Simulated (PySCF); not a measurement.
1,2-dichloro-1-fluoroethane, C2H3Cl2F, SMILES F[C@H](Cl)CCl, point group C1.

Level: revPBE/6-31G* in PySCF (density fitting, grid level 2); geometry and Hessian at that level, cubic constants and property derivatives from steps of ±0.3 along each species' dimensionless normal coordinates, second-order vibrational perturbation theory. The parent has the commonest isotopes.

Equilibrium geometry (Å):

| atom | x | y | z |
| --- | --- | --- | --- |
| F1 | -0.8640 | 1.4399 | 0.5485 |
| C2 | -0.6530 | 0.3180 | -0.2069 |
| Cl3 | -1.9829 | -0.8926 | 0.1347 |
| C4 | 0.6790 | -0.3402 | 0.1525 |
| Cl5 | 2.0618 | 0.7475 | -0.2851 |
| H6 | -0.7339 | 0.5754 | -1.2747 |
| H7 | 0.7245 | -0.5298 | 1.2350 |
| H8 | 0.8047 | -1.2807 | -0.4021 |

An isotope shift is δ(isotopologue) − δ(parent), that is, the negative of the change in the averaged GIAO shielding; n counts bonds from the nearest label (0: the labelled atom itself). These are computed values; those of heavy atoms are rounded to 5 ppb, about the numerical noise. One-bond deuterium shifts of ¹³C at such levels come out too large, by a quarter to a half.

(1) What isotope shifts arise with ²H at 7?

A mode lies under 250 cm⁻¹, where this perturbation treatment is rough. Internal rotors are held in one well.

Results:

(1) 
| nucleus | n | 0 K (ppb) | 350 K (ppb) |
| --- | --- | --- | --- |
| H7 | 0 | -123 | -116 |
| C4 | 1 | -335 | -325 |
| C2 | 2 | -40 | -40 |
| Cl5 | 2 | -1635 | -1520 |
| H8 | 2 | -18 | -17 |
| F1 | 3 | -240 | -190 |
| Cl3 | 3 | -330 | -280 |
| H6 | 3 | -3 | -3 |
